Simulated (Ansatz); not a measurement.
A calculation with Ansatz (development build ahead of 0.2.0).

```yaml
crystal:
  periodic: [false, false, false]
  atoms:
    - { symbol: Al, position_ang: [-0.04625, 0.01658, -0.67654] }
    - { symbol: F, position_ang: [-0.00181, 0.00989, 0.94163] }
basis:
  gaussian: { orbitals: "6-31G" }
hamiltonian:
  xc: hf
correlation:
  method: mp2
  frozen_orbitals: { Al: 5, F: 1 }
```

The input is written out in the form of the current development build from the run's settings.

Output:

- Converged: yes
- Reference energy: -341.36911 hartree
- Correlation energy: -0.15275 hartree
- Total energy: -341.52185 hartree
- Spin squared of the determinant: 0.000
